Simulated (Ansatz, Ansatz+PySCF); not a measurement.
```yaml
atoms:
  - { symbol: N, position_ang: [0.0000, 0.0000, -0.5928] }
  - { symbol: N, position_ang: [0.0000, 0.0000, 0.5928] }
```

RHF on singlet N2 was run in several spherical basis sets with Ansatz (development build ahead of 0.2.0).

Q: Rank the basis sets by the total energy that they give, lowest first, with the distance from the lowest.
A. cc-pVTZ
B. def2-SVP
C. cc-pVDZ
D. def2-TZVP
E. 6-31G(d)

A: D (0.00 eV), A (0.12 eV), C (0.82 eV), E (1.15 eV), B (3.66 eV).

Totals follow the description of the cores as much as that of the bonds, so this order isn't one of quality for chemistry.
